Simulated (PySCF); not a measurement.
## S: electron affinity

S⁻ [Ne] 3s2 3p5 (2P) → S [Ne] 3s2 3p4 (3P), as a difference of total energies. All numbers are calculated (PySCF 2.14, the spin-free X2C one-electron Hamiltonian (Gaussian nucleus), in aug-cc-pVQZ-DK (7s6p4d3f2g, 84 functions)). Correlated levels: valence: [Ne] frozen. The calculations carry no spin-orbit coupling.

```json
{"method": "UHF", "electron affinity (eV)": "0.871"}
{"method": "LDA", "electron affinity (eV)": "2.383"}
{"method": "PBE", "electron affinity (eV)": "2.154"}
{"method": "PBE0", "electron affinity (eV)": "2.053"}
{"method": "r2SCAN", "electron affinity (eV)": "2.115"}
{"method": "M06", "electron affinity (eV)": "2.038"}
{"method": "B97-3", "electron affinity (eV)": "2.124"}
{"method": "BHandHLYP", "electron affinity (eV)": "1.935"}
{"method": "PW91", "electron affinity (eV)": "2.202"}
{"method": "MP2 (valence)", "electron affinity (eV)": "2.005"}
{"method": "SCS-MP2 (valence)", "electron affinity (eV)": "2.016"}
```

How much does correlation contribute at MP2 (valence)?

2.005 − (0.871) = 1.134 eV, measured against UHF.

Errors of the correlated levels include the incompleteness of this basis and the frozen core.

In the anion the highest occupied orbital energy is positive at LDA, PBE, PBE0, r2SCAN, M06, B97-3, PW91, a self-interaction effect; the basis confines that electron, and the energy difference can still be sensible.

For comparison: 2.077 eV (measured; photodetachment measurements, as compiled on the Wikipedia data page of electron affinities).
